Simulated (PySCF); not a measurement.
Z-matrix (Å, degrees):
```
C
O 1 1.1718
H 1 1.1249 2 124.43
```
Charge 0, spin multiplicity 2.

**Question.** What is the computed total energy, highest occupied spin orbital and dipole moment (PySCF with M06-2X/def2-TZVP // B3LYP-D3(BJ)/def2-TZVP)?

**Answer.** 
* **total energy**: -113.8503 Ha
* **highest occupied spin orbital**: -7.65 eV
* **dipole moment**: 1.72 D
